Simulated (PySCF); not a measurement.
# SiH4O2 (SMILES O[SiH2]O) at 6 levels

Wanted: a comparison of 6 runs (HF/STO-3G, B3LYP/6-31G*, BHLYP/def2-SVPD, CAM-B3LYP/def2-SVPD, PBE0/def2-SVPD, wB97X/def2-SVPD) of SiH4O2. Input form: a Python script.

The results are computed with PySCF 2.14.0.

2 further runs of the same task are left out: 2 set aside as unsound or not needed.

**1. Starting point**

The species is SiH4O2 (7 atoms), meant as a singlet with charge 0. SMILES: `O[SiH2]O`. The O1–Si2 distance was set to 3.612 Å, away from the relaxed value. At this shape a bond of the SMILES string is far longer than usual.

Bond lengths: Si2–O3 1.642 Å, O1–H4 0.958 Å, Si2–H5 1.481 Å, Si2–H6 1.481 Å, O3–H7 0.958 Å. Angles: Si2–O3–H7 117.7°, O3–Si2–H5 103.9°, O3–Si2–H6 111.5°, H5–Si2–H6 112.9°.

**2. A single-point energy at HF/STO-3G (run 1)**

Input file job.py:

```python
from pyscf import gto

mol = gto.M(
    atom=[
    ('O', (-3.109044, -1.043154, -0.874731)),
    ('Si', (0.051410, 0.422210, 0.079240)),
    ('O', (1.274030, -0.668570, 0.183160)),
    ('H', (-3.180554, -1.414874, -1.755141)),
    ('H', (0.526670, 1.393040, -0.933360)),
    ('H', (-0.229300, 1.048860, 1.391580)),
    ('H', (1.219010, -1.336090, 0.868560)),
],
    basis='sto-3g',
    verbose=4,
    max_memory=1860,
)

mf = mol.RHF()
mf.conv_tol = 1e-10
mf.kernel()
if not mf.converged:
    mf = mf.newton().run(mf.mo_coeff, mf.mo_occ)

e_final = mf.e_tot
print('Final energy', e_final)
```

Run with:

```bash
$ OMP_NUM_THREADS=1 python job.py
```

Log:

```text
PySCF version 2.14.0

[... 42 lines left out ...]
WARN: HOMO 0.240526288998857 == LUMO 0.241185237932629
[... 41 lines left out ...]
converged SCF energy = -435.268035057336
Final energy -435.2680350573356
```

It took 0.8 s on 1 thread of Arm Neoverse V2, shared host; peak memory 0.12 GiB.

**3. The energy at B3LYP/6-31G(d) (spherical functions) (run 2)**

Input file geometry.xyz:

```xyz
7
H4O2Si
O     -3.109044    -1.043154    -0.874731
Si     0.051410     0.422210     0.079240
O      1.274030    -0.668570     0.183160
H     -3.180554    -1.414874    -1.755141
H      0.526670     1.393040    -0.933360
H     -0.229300     1.048860     1.391580
H      1.219010    -1.336090     0.868560
```

Input file run.py:

```python
from pyscf import gto, dft

molecule = gto.M(
    atom='geometry.xyz',
    basis='6-31g*',
    max_memory=1860,
    spin=0,
    verbose=3,
)

mf = dft.RKS(molecule, xc='b3lyp')
mf.conv_tol = 1e-10
mf.grids.level = 5
mf.kernel()
if not mf.converged:
    mf = mf.newton().run(mf.mo_coeff, mf.mo_occ)

energy = mf.e_tot
print('Final energy', energy)
```

Run with:

```bash
$ OMP_NUM_THREADS=1 python run.py
```

Log:

```text
converged SCF energy = -442.191436174668
Final energy -442.1914361746684
```

Run time: 16 s. Hardware: 1 thread of Arm Neoverse V2, shared host; peak memory 0.3 GiB.

Runs 3 to 4 aren't shown in full; the table further down has their settings and results.

**4. The energy at PBE0/def2-SVPD (run 5)**

Input file run.py:

```python
from pyscf import gto, dft

molecule = gto.M(
    atom=[
    ('O', (-3.109044, -1.043154, -0.874731)),
    ('Si', (0.051410, 0.422210, 0.079240)),
    ('O', (1.274030, -0.668570, 0.183160)),
    ('H', (-3.180554, -1.414874, -1.755141)),
    ('H', (0.526670, 1.393040, -0.933360)),
    ('H', (-0.229300, 1.048860, 1.391580)),
    ('H', (1.219010, -1.336090, 0.868560)),
],
    charge=0,
    basis='def2-svpd',
    max_memory=1860,
    verbose=3,
)

mf = dft.RKS(molecule, xc='pbe0')
mf.grids.level = 5
mf.conv_tol = 1e-10
mf.kernel()
if not mf.converged:
    mf = mf.newton().run(mf.mo_coeff, mf.mo_occ)

e_tot = mf.e_tot
print(f'total energy: {e_tot:.8f} hartree')
```

Run with:

```bash
$ OMP_NUM_THREADS=1 python run.py
```

Log:

```text
converged SCF energy = -441.733503946774
total energy: -441.73350395 hartree
```

Run time: 24 s. Hardware: 1 thread of Arm Neoverse V2, shared host; peak memory 0.52 GiB.

**5. A single-point energy at wB97X/def2-SVPD (run 6)**

Input file input.py:

```python
from pyscf import gto, dft

system = gto.M(
    atom='''
O       -3.109044      -1.043154      -0.874731
Si       0.051410       0.422210       0.079240
O        1.274030      -0.668570       0.183160
H       -3.180554      -1.414874      -1.755141
H        0.526670       1.393040      -0.933360
H       -0.229300       1.048860       1.391580
H        1.219010      -1.336090       0.868560
''',
    max_memory=1860,
    spin=0,
    basis='def2-svpd',
    verbose=3,
)

mf = dft.RKS(system, xc='wb97x')
mf.conv_tol = 1e-10
mf.grids.level = 5
mf.kernel()
if not mf.converged:
    mf = mf.newton().run(mf.mo_coeff, mf.mo_occ)

e_tot = mf.e_tot
print('E(%s) = %.9f' % ('WB97X', e_tot))
```

Run with:

```bash
$ OMP_NUM_THREADS=1 python input.py
```

Log:

```text
converged SCF energy = -441.960620689823
E(WB97X) = -441.960620690
```

Run time: 34 s. Hardware: 1 thread of Arm Neoverse V2, shared host; peak memory 0.52 GiB.

**6. All runs side by side**

```
run                               level  integration grid  energy (Eh)  dipole moment (D)  HOMO energy (eV)  LUMO energy (eV)  wall time
  1                           HF/STO-3G                 –  -435.268035               2.89             -3.00              1.96      0.8 s
  2  B3LYP/6-31G* (spherical functions)                 5  -442.191436               4.26             -5.78             -3.99       16 s
  3                     BHLYP/def2-SVPD                 5  -441.924927               6.83             -7.18             -3.72       27 s
  4                 CAM-B3LYP/def2-SVPD                 5  -441.970011               6.72             -7.53             -3.53       35 s
  5                      PBE0/def2-SVPD                 5  -441.733504               6.01             -6.49             -4.38       24 s
  6                     wB97X/def2-SVPD                 5  -441.960621               7.23             -8.29             -2.61       34 s
```

**7. Outcome**

```
            quantity          value
 run 6: total energy  -441.96062 Eh
run 6: dipole moment         7.23 D
  run 6: HOMO energy       -8.29 eV
  run 6: LUMO energy       -2.61 eV
run 6: HOMO–LUMO gap        5.68 eV
```

The dipole moment (its size) runs from 2.89 D (HF/STO-3G) to 7.23 D (wB97X/def2-SVPD). The two ends differ in method and basis. The HOMO–LUMO gap runs from 1.79 eV (B3LYP/6-31G*) to 5.68 eV (wB97X/def2-SVPD). Totals of different functionals can't be ranked against each other. In run 1 the basis is minimal, so the values are rough. In runs 1, 2, 3, 4, 5, 6 a closed-shell determinant meets a far-stretched bond, which it describes badly. All runs together took 2.3 min, the longest 35 s.
